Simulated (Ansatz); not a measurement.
## Wavefunction methods compared: PN (charge +1), doublet

Program: Ansatz, Gaussian basis, development build; BCCD, MP3, OMP3 by scripts on PySCF. Basis cc-pV(T+d)Z on P, cc-pVTZ on N, 6 core orbitals frozen, nonrelativistic. Perturbation and coupled-cluster methods stand on the Hartree–Fock determinant that coupled cluster favours (restricted); RHF here means ROHF, with semicanonical perturbation theory. 

Correlation energy of CCSD(T), then each method's total less that of CCSD(T), in eV:

| case | E corr CCSD(T) | MP2 | MP3 | UOMP3 | CCSD | BCCD | BCCD(T) | determinant |
| --- | --- | --- | --- | --- | --- | --- | --- | --- |
| 1.522 Å RHF | -9.382 | +0.967 | +0.951 | +0.756 | +0.602 | +0.683 | -0.002 | T1 = 0.055, 0.43 eV over the lowest such Hartree–Fock solution met |

Q: How far does CCSDT lie from CCSD(T) in each case, and where is CCSD(T) within 1 kcal/mol (0.043 eV)?

A: 1.522 Å RHF: -0.022 eV (within).

Several Brueckner solutions were met.
